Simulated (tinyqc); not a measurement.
The basis set: RHF and MP2 along a ladder of basis sets, for HF, spin multiplicity 1. Computed by the program tinyqc with PySCF. Same geometry throughout; the dipole is taken about the origin.

Geometry (angstrom):
```
atom,x,y,z
F,0.0000,0.0000,0.0000
H,0.0000,0.0000,0.8180
```

RHF and frozen-core MP2 in a ladder of bases:
```
basis,functions,E(RHF) (hartree),E(MP2 corr) (hartree),HOMO (eV),LUMO (eV),dipole (debye)
sto-3g,6,-98.540365,-0.013370,-12.7661,20.0968,1.3879
3-21g,11,-99.439960,-0.116479,-16.5343,8.2163,2.0479
6-31g,11,-99.968279,-0.122252,-17.4251,6.4086,2.1550
6-31g**,19,-99.999385,-0.177057,-17.3474,6.6986,1.8027
cc-pvdz,19,-100.008712,-0.197248,-17.4057,5.5089,1.7522
aug-cc-pvdz,32,-100.023050,-0.216488,-17.9975,1.0401,1.7441
cc-pvtz,44,-100.048322,-0.266930,-17.7997,4.2662,1.7548
```

What does the comparison show, and why?

From cc-pVDZ to cc-pVTZ the RHF energy falls by 39.6 mhartree and the correlation energy by 69.7. If valence correlation converges as X^-3, (27 E(T) - 8 E(D))/19 gives -0.2963 hartree, a rough estimate from such small X that usually falls short; STO-3G holds about 5 % of it. Beyond STO-3G the LUMO moves by 7.2 eV and the HOMO by 1.5 eV; diffuse functions lower the positive LUMO sharply, since an unbound virtual level tracks the most diffuse function.
